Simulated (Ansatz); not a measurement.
## C4H4, singlet: CASSCF and its corrections

Calculated in Ansatz's Gaussian-basis code. Basis cc-pVTZ, nonrelativistic, 4 orbitals frozen in the corrections. State-specific CASSCF; RHF is the lowest restricted (open-shell) Hartree–Fock solution met. Letters tell apart solutions met in one space. No symmetry is imposed, so a solution can break that of the shape. Lower solutions, or ones in other orbitals, may exist.

Geometry:

```xyz
8

C     0.0000    0.0000    0.2627
C     0.0000    0.6630   -1.0207
C     0.0000   -0.6630   -1.0207
C     0.0000    0.0000    1.5926
H     0.0000    1.5799   -1.5919
H     0.0000   -1.5799   -1.5919
H     0.0000    0.9285    2.1504
H     0.0000   -0.9285    2.1504
```

CASSCF less RHF, in eV, and natural occupations:

| CAS | CASSCF | occupations |
| --- | --- | --- |
| (4,4) a | -1.424 | 1.98, 1.94, 0.06, 0.02 |
| (4,4) b | -1.249 | 1.95, 1.92, 0.07, 0.06 |

What totals less RHF do the corrections give on each solution?



| CAS | SC-NEVPT2 |
| --- | --- |
| (4,4) a | -16.626 |
| (4,4) b | -17.072 |

In CAS(4,4), is the solution lowest in CASSCF also lowest after SC-NEVPT2?

No: (4,4) b is lowest after SC-NEVPT2, 0.45 eV under (4,4) a, which leads in CASSCF.

Roughly how much CPU time does a whole run from the default start take (median of such runs, summed over threads; nearly all runs on one pinned thread of a shared server, mostly Xeon at 2.3 to 2.6 GHz, by a development driver)?

CAS(4,4) a: about 46 s. Other jobs ran beside these, and the count of passes differs.
